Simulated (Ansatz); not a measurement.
**BC (sextet): the correlation ladder, def2-QZVPP**

The task here is to estimate one member of a computed series from the others.

Computed with Ansatz 0.2.0, Gaussian basis. Level: def2-QZVPP, core rule «outside noble gas», up to 2 orbitals frozen.

To be run: UHF; ROHF; CCSD(T) on UHF.

### What is computed

The geometry is a PBE0/def2-TZVP stationary point (not a proven minimum) of the parent state, kept for this charge and spin.

2 atoms, charge 0, spin multiplicity 6.

Atoms are counted from 1 here; the program's logs count them from 0.

Bond lengths: B1–C2 1.478 Å.

The first run:

in.yaml

```yaml
crystal:
  periodic: [false, false, false]
  atoms:
    - {symbol: B, position_ang: [0.000000, 0.000000, 0.000000]}
    - {symbol: C, position_ang: [0.000000, 0.000000, 1.478400]}
basis:
  gaussian: {orbitals: "def2-QZVPP.json"}
magnetization: {spin_polarized: true, initial_magnetization: 5}
hamiltonian: {xc: hf}
output: {orbitals: {seedname: orbitals}}
```

The run is started by

```console
> ansatz run in.yaml --threads 1 --pin off --events-out ev --progress --plain --max-ram 2393MiB
```

Steps of the session up to this table: UHF; ROHF; CCSD(T) on UHF.

One table of the session follows, with a row left open; its other results are not shown here.

It belongs to the step «Misses and costs». 

```
  method  from UCCSD(T) (kJ/mol)
    ROHF                  +353.6
     UHF                  +349.6
    UMP2                       ?
   UCCSD                   +12.5
UCCSD(T)                       0
```

Estimate the missing values for UMP2.

The run gave: from UCCSD(T) (kJ/mol): +62.0. In the column «from UCCSD(T) (kJ/mol)» it lies between UCCSD (+12.5) and UHF (+349.6).
